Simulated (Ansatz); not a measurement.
Molecule: F$_{2}$, net charge 0, singlet state. SMILES: FF
Structure (B3LYP-D3(BJ)/def2-TZVP (Ansatz, a quantum-chemistry and plane-wave program) minimum search):
```
F
F 1 1.3965
```
Charge 0, spin multiplicity 1.

Property: vertical electron affinity (to the doublet state of charge -1; a negative value means that the extra electron is unbound and the number depends on the basis; each state is the SCF solution reached for its spin; for the singlet the Hartree-Fock reference is unstable and T1 is 0.012), in eV. Correlated levels leave the core frozen unless marked. Open shells are spin-unrestricted. Spin-orbit coupling is left out. No relativistic terms. Anions need diffuse functions: aug- sets have them; def2-D sets add few. Basis-set limits of correlation are two-point, X^-3; Hartree-Fock from the larger set.

```json
[
 {"level": "SVWN5/def2-TZVPD", "program": "Ansatz", "vertical electron affinity (eV)": "0.67"},
 {"level": "r2SCAN/def2-TZVPD", "program": "Ansatz", "vertical electron affinity (eV)": "0.48"},
 {"level": "BHLYP/def2-TZVPD", "program": "Ansatz", "vertical electron affinity (eV)": "0.50"},
 {"level": "CAM-B3LYP/def2-TZVPD", "program": "Ansatz", "vertical electron affinity (eV)": "0.62"},
 {"level": "wB97X/def2-TZVPD", "program": "Ansatz", "vertical electron affinity (eV)": "0.37"}
]
```

**Question.** What does CCSD(T)/CBS(aug-cc-pVTZ,aug-cc-pVQZ) (Ansatz) give?

**Answer.** 0.17 eV
